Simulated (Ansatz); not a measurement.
`B[SiH2][SiH3]` and `O[SiH2][SiH3]` differ in one atom or group.

Ansatz, PBE0-D4/def2-TZVP geometries, multiplicity 1. Each molecule was computed in one conformer, which needn't be the lowest.

```json
{"property": "HOMO–LUMO gap (PBE/def2-TZVPP) / eV", "`B[SiH2][SiH3]`": "3.45"}
{"property": "HOMO energy (PBE0/def2-TZVPP) / eV", "`B[SiH2][SiH3]`": "-7.96"}
{"property": "ideal-gas entropy at 298 K and 1 bar (rigid rotor, harmonic PBE0-D4/def2-TZVP) / J/(mol·K)", "`B[SiH2][SiH3]`": "333"}
{"property": "LUMO energy (PBE/def2-TZVPP) / eV", "`B[SiH2][SiH3]`": "-3.44"}
{"property": "HOMO–LUMO gap (PBE0/def2-TZVPP) / eV", "`B[SiH2][SiH3]`": "5.47"}
{"property": "zero-point energy (PBE0-D4/def2-TZVP) / kJ/mol", "`B[SiH2][SiH3]`": "160.7"}
```

(1) What does the change do to each property? (Estimate.)

Answers

(1) The calculation gave: 
```json
{"property": "HOMO–LUMO gap (PBE/def2-TZVPP) / eV", "`O[SiH2][SiH3]`": "5.30", "shift": "1.85"}
{"property": "HOMO energy (PBE0/def2-TZVPP) / eV", "`O[SiH2][SiH3]`": "-7.86", "shift": "0.10"}
{"property": "ideal-gas entropy at 298 K and 1 bar (rigid rotor, harmonic PBE0-D4/def2-TZVP) / J/(mol·K)", "`O[SiH2][SiH3]`": "321", "shift": "-12"}
{"property": "LUMO energy (PBE/def2-TZVPP) / eV", "`O[SiH2][SiH3]`": "-1.33", "shift": "2.11"}
{"property": "HOMO–LUMO gap (PBE0/def2-TZVPP) / eV", "`O[SiH2][SiH3]`": "7.39", "shift": "1.92"}
{"property": "zero-point energy (PBE0-D4/def2-TZVP) / kJ/mol", "`O[SiH2][SiH3]`": "145.6", "shift": "-15.1"}
```

With PBE0 the HOMO rises by 0.10 eV and the LUMO rises by 2.02 eV, so the gap widens by about 1.92 eV. PBE moves the HOMO by 0.26 eV and ωB97M-V by 0.03 eV. The zero-point energy changes by -15.1 kJ/mol with -3 modes.
